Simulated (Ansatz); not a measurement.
`C=C/C=C/O`. The species carries charge 0 and has multiplicity 1.

```xyz
11

C     2.0936    0.6613   -0.1291
C     1.0256   -0.1235    0.0229
C    -0.3446    0.3180   -0.0607
C    -1.3733   -0.5156    0.1004
O    -2.6582   -0.0990    0.0214
H     1.9910    1.7220   -0.3331
H     3.0991    0.2670   -0.0542
H     1.1785   -1.1823    0.2263
H    -0.5452    1.3664   -0.2621
H    -1.2181   -1.5732    0.3035
H    -3.2484   -0.8410    0.1647
```

(1) List the harmonic frequencies (cm⁻¹, unscaled) at PBE0-D4/def2-TZVP in Ansatz. (An estimate is asked.)

(2) Is this a minimum?

(3) Give the ideal-gas thermochemistry at 298.15 K and 1 bar (rigid rotor, harmonic oscillator; point group Cs, symmetry number 1).

(4) And at 400, 500, 600, 800 and 1000 K?

(5) Rotational constants (cm⁻¹)?

Answers

(1) The calculation gave: 156, 203, 254, 342, 470, 516, 678, 874, 912, 941, 960, 1032, 1167, 1201, 1222, 1314, 1348, 1358, 1460, 1690, 1755, 3143, 3158, 3160, 3181, 3250, 3897.

(2) Yes, all 27 modes are real.

(3) Zero-point energy 237.1 kJ/mol; H(298) − E = 254.7 kJ/mol; entropy 309.2 J/(mol·K), of which translation 161.9, rotation 105.0, vibration 42.3; G(298) − E = 162.6 kJ/mol.

(4) 
```json
{"T (K)": "400", "H − E (kJ/mol)": "265.2", "S (J/mol/K)": "339.1", "G − E (kJ/mol)": "129.5"}
{"T (K)": "500", "H − E (kJ/mol)": "277.5", "S (J/mol/K)": "366.6", "G − E (kJ/mol)": "94.2"}
{"T (K)": "600", "H − E (kJ/mol)": "291.6", "S (J/mol/K)": "392.2", "G − E (kJ/mol)": "56.3"}
{"T (K)": "800", "H − E (kJ/mol)": "323.8", "S (J/mol/K)": "438.3", "G − E (kJ/mol)": "-26.9"}
{"T (K)": "1000", "H − E (kJ/mol)": "360.1", "S (J/mol/K)": "478.7", "G − E (kJ/mol)": "-118.7"}
```

(5) 1.173, 0.07418, 0.06977.
